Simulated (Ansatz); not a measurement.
Born–Oppenheimer molecular dynamics of AlCl$_{2}$H$_{2}$ (5 atoms, charge 0, multiplicity 2). It starts at the highest image of a converged band. Of that band: A vibrational analysis at the climbing image gives 2 clearly imaginary modes (748i, 213i cm⁻¹): a point of higher order, so a lower path passes nearby.

Computed with Ansatz 0.2.0, UKS BHLYP/cc-pVDZ.

* ensemble: NVE (velocity Verlet)
* time step: 0.5 fs
* steps asked: 200
* starting velocities drawn for: 100 K
* seed: 5029

First frame:

```xyz
5
Properties=species:S:1:pos:R:3
Al -0.079 0.000 0.055
Cl -0.088 0.000 2.504
H 1.317 0.000 -0.683
Cl -1.850 0.000 -1.134
H 0.119 0.000 3.993
```

(1) How far do the bonds stretch over the last three quarters of this one trajectory? (Pairs bonded in most of those frames.)

## Answers

(1) 
```
   bond  mean (Å)  spread (Å)  shortest  longest
Al1–Cl2     2.178       0.150      1.93     2.42
 Al1–H3     1.563       0.033      1.51     1.61
Al1–Cl4     2.116       0.079      1.97     2.28
```

Mean temperature of the second half: 2046 K. The conserved energy stayed within 0.052 meV per atom of its start (net change 0 meV per atom), so the integration is sound. The kinetic energy rose, since the run started high on the potential surface and went downhill. It ends in pieces (AlCl2H + H), so much of that is their flight and rotation, not heat. A run of 0.1 ps of so small a system gives no equilibrium averages.

Time of the run: 5.6 min on 2 threads of Arm Neoverse V1, with other jobs on the host, peak memory 0.17 GiB.
